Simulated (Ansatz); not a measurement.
# Energy profile

The step: CH₅AlS ([CH3][AlH][SH]) → AlHS ([AlH][S]) + CH₄; bonds formed: C2–H4; bonds broken: Al1–C2, S3–H4 (atoms numbered as in the saddle structure below).

Al1  (-1.230, 0.226, 0.196)
C2  (0.859, -0.072, 0.116)
S3  (-1.633, -0.377, -1.742)
H4  (-0.036, -0.314, -0.945)
H5  (-1.661, 0.759, 1.612)
H6  (1.595, -0.418, -0.616)
H7  (1.164, 0.941, 0.402)
H8  (0.944, -0.745, 0.976)
(Å)

Electronic energies by CCSD(T) at an estimated basis limit (MP2 extrapolated from triple and quadruple zeta, plus CCSD(T) − MP2 in triple zeta), on PBE0-D4/def2-TZVP structures; CH$_{5}$AlS, singlet; no counterpoise correction. Program: Ansatz 0.2.0. Basis: def2-TZVPP and def2-QZVPP. Cores are frozen in the correlated methods. Extrapolation: Hartree–Fock as exp(−7.88 √X), correlation as X^−2.97.

Problem. Give the profile in eV, counted from the start structure. (To be estimated.)

Solution. Computed:
```csv
point,eV
start structure,0.000
saddle,2.003
end structure,0.893
"separated: AlHS (linked as [AlH][S]; Al1, S3, H5; singlet) + CH$_{4}$ (C2, H4, H6, H7, H8; singlet)",0.955
```

T1 diagnostic: at most 0.019.

For scale, one of the runs: CCSD(T)/def2-TZVPP, 185 basis functions, launched by `ansatz run in.yaml --threads 2 --pin off --events-out ev --progress --plain --max-ram 4352MiB`. Time: 36 s of wall clock on 2 CPU threads of an Arm Neoverse V2; the host was shared. Peak host memory: 1.7 GiB.
